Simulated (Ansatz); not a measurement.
Cartesian coordinates in Å:
```
F -0.917 0.369 -2.230
C -0.357 0.133 -1.053
C 0.812 -0.489 -0.735
C 0.888 -0.446 0.686
C -0.226 0.192 1.155
N -0.990 0.547 0.070
H 1.516 -0.916 -1.429
H 1.685 -0.846 1.292
H -0.542 0.425 2.158
H -1.870 1.030 0.087
```

The species carries charge 0 and has multiplicity 1.

Question: List the ωB97M-V/def2-TZVPP orbital energies in eV (the Gaussian-basis code of Ansatz). (Best estimate.)

Answer: Ansatz gave: Occupied: -678.31, -396.12, -284.29, -282.07, -281.17, -281.08, -37.55, -30.47, -24.80, -23.07, -19.50, -19.23, -18.97, -16.48, -15.88, -15.61, -14.58, -13.97, -13.51, -12.96, -9.58, -8.27. Lowest empty: 2.46, 3.20, 3.67, 4.18, 4.27, 4.47, 4.73, 5.80.
